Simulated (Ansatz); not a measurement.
Geometry optimisation, Ansatz, UKS B3LYP-D4/6-31G*.

The input (input.yaml):

```yaml
crystal:
  periodic: [false, false, false]
  atoms:
    - { symbol: B, position_ang: [0.0, 0.0, 0.0] }
    - { symbol: F, position_ang: [0.0, 0.0, 1.57] }
    - { symbol: H, position_ang: [1.0305, 0.0, -0.595] }
    - { symbol: H, position_ang: [-1.0305, 0.0, -0.595] }
    - { symbol: H, position_ang: [0.0, 0.0, 2.79] }
magnetization:
  spin_polarized: true
  initial_magnetization: 1
basis:
  gaussian: { orbitals: "6-31G*" }
hamiltonian:
  xc: b3lyp
  dispersion: d4
relax:
  f_tol: 0.15
  max_steps: 25
  restrain:
    - { distance: [1, 4], at: 0.92, k: 30.0 }
    - { distance: [0, 1], at: 2.52, k: 30.0 }
```

Launched with:

```bash
$ ansatz run input.yaml --threads 1 --pin off --max-ram 2048MiB --backend cpu --events-out ev --progress --plain --runs-dir out
```

Where does it end, and by what steps?

The run converged. The restraints hold the end off the free minimum. After 5 steps the energy has fallen by 0.114 eV (the restraints' own energy left out); F2 moved furthest, 0.62 Å. Parted: B1–F2 (1.57 → 2.54 Å). Joined: F2–H5 (1.22 → 0.93 Å).

| step | energy less start (eV) | largest force component (eV/Å) | accepted |
| --- | --- | --- | --- |
| 0 | 0.0000 | 6.571 | yes |
| 1 | 0.6295 | 1.051 | yes |
| 2 | 0.2482 | 2.355 | yes |
| 3 | -0.0574 | 0.998 | yes |
| 4 | -0.1101 | 0.516 | yes |
| 5 | -0.1140 | 0.528 | yes |

```xyz
5
Properties=species:S:1:pos:R:3
B 0.000 0.000 -0.347
F 0.000 0.000 2.190
H 1.062 0.000 -0.898
H -1.062 0.000 -0.898
H 0.000 0.000 3.123
```

Time of the run: 4.9 s on 1 thread of Intel(R) Xeon(R) 6975P-C (Granite Rapids), with other jobs on the host, peak memory 0.12 GiB.
